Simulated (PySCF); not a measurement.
**Computed and published core binding energies of `CP(C)C`**

Measured values to reproduce (core binding energies): P 2p3/2 of P2 135.76 eV [1]; P 2p3/2 of P2 135.93 eV [2]; C 1s of C1/C3/C4 290.13 eV [1]; C 1s of C1/C3/C4 290.30 eV [2]; P 1s of P2 2149.90 eV [4]. Sources and the comparison follow the method.

Compound: C3H9P.
Cartesian coordinates in Å at the GFN2-xTB level; atoms count from 1:
```xyz
13
C3H9P angstrom
C     -0.417    1.530    0.384
P     -0.208   -0.206    0.998
C      1.511   -0.493    0.368
C     -1.126   -1.068   -0.362
H     -0.143    1.615   -0.667
H      0.210    2.194    0.976
H     -1.454    1.831    0.513
H      1.602   -0.213   -0.681
H      1.762   -1.545    0.485
H      2.209    0.095    0.960
H     -0.788   -0.735   -1.343
H     -0.973   -2.141   -0.271
H     -2.189   -0.863   -0.257
```

The calculation used delta-SCF UKS SCAN, pcX-2 on the ionised atom, pcseg-1 elsewhere, spin-free X2C (PySCF 2.14.0). Vertical ΔSCF values, vacuum level as zero.

```csv
atom,environment,level,this calculation (eV),reference (eV),difference (eV),source
P2,phosphine phosphorus,P 2p3/2,135.92,135.76,+0.16,[1]
P2,phosphine phosphorus,P 2p3/2,135.92,135.93,-0.01,[2]
C1/C3/C4,sp3 carbon bound to phosphorus,C 1s,290.27,290.13,+0.14,[1]
C1/C3/C4,sp3 carbon bound to phosphorus,C 1s,290.27,290.30,-0.03,[2]
P2,phosphine phosphorus,P 1s,2149.52,2149.87,-0.35,[3]
P2,phosphine phosphorus,P 1s,2149.52,2149.90,-0.38,[4]
```

[1] measured, gas; Perry, Schaaf, Jolly, LBL-3517 (X-ray photoelectron spectroscopic study of charge distributions in tetracovalent compounds of nitrogen and phosphorus, 1975) Note: scanned preprint of the 1970s; energy scale about 0.17 eV below the 1984 compilation; uncertainty about 0.05 eV.
[2] measured, gas; Beach, A photoelectron spectroscopic study of bonding in inorganic and organometallic compounds, PhD thesis, LBL 1985
[3] computed, ΔMP2, cc-pCVQZ:cc-pVQZ, with the paper's relativistic correction, gas; Besley, J. Chem. Theory Comput. 2021, 17, 3644 (DFT calculations of core-electron binding energies at the K-edge of heavier elements)
[4] measured, gas; Besley, J. Chem. Theory Comput. 2021, 17, 3644 (DFT calculations of core-electron binding energies at the K-edge of heavier elements)

How well does this level of theory reproduce the measurements here?

Over the 5 different measured values (3 distinct lines) the mean signed difference is -0.02 eV, the mean unsigned one 0.14 eV and the largest 0.38 eV; the computed references in the table aren't counted. The calculation is vertical and has no vibrational structure, and measured positions depend on the energy calibration.

Atoms equivalent by their bonding share one computed value, that of the first of them. The 2p values add to the ΔSCF energy of one spin-free hole a correction within the shell (spin–orbit coupling, ligand field). 2p1/2 minus 2p3/2 (ligand field included): P 0.90 eV. Isolated species at its GFN2-xTB geometry, gas phase.
